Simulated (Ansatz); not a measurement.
# CH₃B (triplet): from Hartree-Fock to the top rungs, cc-pVDZ

An exercise on one series of results from a longer session: the logs are not shown, and one member is left open.

Method: cc-pVDZ, core rule «outside noble gas», up to 2 orbitals frozen; program: Ansatz 0.2.0, Gaussian basis.

To be run: UHF; CCSD(T) on ROHF; CCSD(T) on UHF; BCCD(T) on ROHF; CISD; CCSDT(Q) on ROHF; CCSDT(Q) on UHF; CASSCF and NEVPT2, 10 electrons in 11 orbitals.

22 further runs of the same task are left out: 1 for a mislabelled method, 6 that didn't finish, 15 set aside as unsound or not needed.

## The geometry

The geometry is a PBE0/def2-TZVP stationary point (not a proven minimum).

5 atoms, charge 0, spin multiplicity 3.

Atoms are counted from 1 here; the program's logs count them from 0.

Bond lengths: B1–C2 1.511 Å, B1–H3 1.194 Å, C2–H4 1.092 Å, C2–H5 1.087 Å. Angles: C2–B1–H3 128.3°, B1–C2–H4 123.5°, B1–C2–H5 123.0°, H4–C2–H5 113.6°.

The first run:

Input file in.yaml:

```yaml
crystal:
  periodic: [false, false, false]
  atoms:
    - {symbol: B, position_ang: [0.000000, -0.166725, 0.821814]}
    - {symbol: C, position_ang: [0.000000, 0.069000, -0.670687]}
    - {symbol: H, position_ang: [0.000000, 0.643783, 1.698084]}
    - {symbol: H, position_ang: [0.000000, 1.062299, -1.123373]}
    - {symbol: H, position_ang: [0.000000, -0.740028, -1.397397]}
basis:
  gaussian: {orbitals: cc-pVDZ}
magnetization: {spin_polarized: true, initial_magnetization: 2}
hamiltonian: {xc: hf}
output: {orbitals: {seedname: orbitals}}
```

Command:

```bash
$ ansatz run in.yaml --threads 1 --pin off --events-out ev --progress --plain --max-ram 2393MiB
```

Among the steps run: UHF; CCSD(T) on ROHF; CCSD(T) on UHF; BCCD(T) on ROHF; CISD; CCSDT(Q) on ROHF; CCSDT(Q) on UHF; CASSCF and NEVPT2, 10 electrons in 11 orbitals.

One of the session's tables, all rows but one given; the rest of the session is left out.

```
        method  from UCCSDT(Q) (kJ/mol)
          ROHF                   +569.7
           UHF                   +561.4
          RMP2                    +99.8
          UMP2                   +100.6
          CISD                    +47.3
         RCCSD                    +15.6
         UCCSD                    +15.4
      RCCSD(T)                     +2.8
      UCCSD(T)                     +2.7
       BCCD(T)                     +2.8
        RCCSDT                     +0.6
        UCCSDT                     +0.6
     RCCSDT(Q)                        ?
     UCCSDT(Q)                        0
CASSCF valence                   +339.3
NEVPT2 valence                    +86.6
```

Q: Estimate the row for RCCSDT(Q) from the others.

The run gave: from UCCSDT(Q) (kJ/mol): +0.1. In the column «from UCCSDT(Q) (kJ/mol)» it lies between UCCSDT(Q) (0) and RCCSDT (+0.6).

With the free atoms at the same levels and basis (separate runs), the atomisation energy is 15.201 eV at UCCSDT(Q), 15.193 eV at RCCSD(T), 15.192 eV at UCCSD(T), 13.146 eV at ROHF.

Limits of these values: Restricted and unrestricted rows rest on different reference determinants; where their highest levels disagree by more than a few hundredths of an eV, they describe different states and don't form one ladder.
